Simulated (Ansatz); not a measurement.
# H2O2 (SMILES OO): functionals against CCSD(T) at one geometry

The task here is to estimate one member of a computed series from the others.

Program: Ansatz 0.2.0, Gaussian basis. Level of theory: single points in def2-TZVPP. These are calculated values, not measurements.

Cores are frozen in the correlated methods. B3LYP uses VWN-RPA correlation.

**The starting structure**

SMILES `OO`, 4 atoms, charge 0, spin multiplicity 1.

Atoms are counted from 1 here; the program's logs count them from 0.

Bond lengths: O1–O2 1.281 Å, O1–H3 1.178 Å, O2–H4 0.956 Å. Angles: O2–O1–H3 111.9°, O1–O2–H4 104.1°.

Geometry (Å):

```xyz
4
H2O2
O    -0.2173   -0.6053   -0.0545
O     0.2588    0.5709    0.1223
H    -0.0915   -1.2784    0.9042
H     0.1163    1.0082   -0.7163
```

The first run:

run/in.yaml

```yaml
crystal:
  periodic: [false, false, false]
  atoms:
    - {symbol: O, position_ang: [-0.217300, -0.605300, -0.054500]}
    - {symbol: O, position_ang: [0.258800, 0.570900, 0.122300]}
    - {symbol: H, position_ang: [-0.091500, -1.278400, 0.904200]}
    - {symbol: H, position_ang: [0.116300, 1.008200, -0.716300]}
basis:
  gaussian: {orbitals: def2-TZVPP}
correlation: {method: ccsd_t}
output: {forces: true}
```

The command line of these runs was not kept.

Among the steps run: CCSD(T)/def2-TZVPP; PBE0-D4/def2-TZVPP; wB97M-V/def2-TZVPP; r2SCAN-D4/def2-TZVPP; PBE-D4/def2-TZVPP; SPW92/def2-TZVPP; B3LYP-D4/def2-TZVPP.

One of the session's tables, all rows but one given; the rest of the session is left out.

```
   method  RMS force component (eV/Å)  angle to CCSD(T) forces (°)  dipole (D)
  CCSD(T)                       4.236                    reference        0.24
  PBE0-D4                           ?                            ?           ?
  wB97M-V                       4.127                          1.9        0.27
r2SCAN-D4                       4.162                          0.8        0.23
   PBE-D4                       4.120                          3.6        0.21
    SPW92                       3.731                          4.6        0.26
 B3LYP-D4                       4.131                          1.1        0.25
```

Estimate the missing values for PBE0-D4.

The run gave: RMS force component (eV/Å): 3.953; angle to CCSD(T) forces (°): 3.5; dipole (D): 0.26. In the column «RMS force component (eV/Å)» it lies between SPW92 (3.731) and PBE-D4 (4.120).
